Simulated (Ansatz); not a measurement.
Species: P2 (charge +1, doublet). 
Structure (B3LYP-D3(BJ)/def2-TZVP (Ansatz, an electronic-structure program) minimum search):
```
P
P 1 1.9762
```
Charge +1, spin multiplicity 2.

Basis-set convergence of Hartree-Fock and CCSD correlation energies (hartree) with Ansatz. Valence correlation only, unless marked. Open shells are spin-unrestricted. No spin-orbit coupling. No relativistic terms.

The UHF reference is spin-contaminated (<S^2> 0.43 over the pure value in the largest basis). The T1 diagnostic of CCSD in the largest basis is 0.084, which is high, so the coupled-cluster rows are less sure than usual.

```json
[
 {"basis": "def2-TZVPPD", "functions": "96", "E(HF)": "-681.14789", "E(corr, CCSD)": "-0.25164"},
 {"basis": "def2-QZVPPD", "functions": "152", "E(HF)": "-681.16645", "E(corr, CCSD)": "-0.26474"}
]
```

Extrapolating the two largest sets (X = 3 and 4) as X^-3: E(corr) = (64·(-0.26474) - 27·(-0.25164))/37 = -0.2743 Eh, an estimate of the basis-set limit. The largest set recovers 96.5 % of it, the smallest 91.7 %.
